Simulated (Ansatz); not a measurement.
Process, species as SMILES: ClB(Cl)Cl → B atom + 3 Cl atom
B3LYP-D3(BJ)/def2-TZVP geometries, fixed; electronic energies without zero-point terms.
Largest species:
```xyz
4

B      0.0000     0.0000     0.0000
Cl     0.0051     1.7450    -0.0247
Cl     1.5085    -0.8773    -0.0189
Cl    -1.5136    -0.8677     0.0437
```
Charge 0, spin multiplicity 1.

Effect of a fitting basis named in the input at MP2/aug-cc-pV(T+d)Z with Ansatz (a program for electronic structure), against the last row, where the atomisation energy is 334.44 kcal/mol. Cores are frozen. Open shells are unrestricted. The default fits or decomposes integrals by the program's own choice; accuracy: high also tightens integrals, grids and stops.

| setting | largest shift of a total energy (mEh) | shift of the atomisation energy (kcal/mol) |
|---|---|---|
| fitting: def2-universal-jkfit and def2-SVP-RIFIT | -9.932 | 0.372 |
| fitting: def2-universal-jkfit and cc-pVDZ-RIFIT | -9.471 | 0.378 |
| fitting: def2-universal-jkfit and cc-pVTZ-RIFIT | -0.105 | -0.187 |
| fitting: def2-universal-jkfit and aug-cc-pVTZ-RIFIT | 0.243 | -0.111 |
| fitting: def2-universal-jkfit and cc-pVQZ-RIFIT | 0.231 | -0.082 |
| fitting: def2-universal-jkfit and aug-cc-pVQZ-RIFIT | 0.219 | -0.100 |
| accuracy: high | -0.001 | 0.000 |
| accuracy: medium (default) | 0.000 | 0.000 |

Within 0.05 kcal/mol in the atomisation energy: accuracy: high. The largest shift is 9.932 mEh in a total energy and 0.378 kcal/mol in the difference.
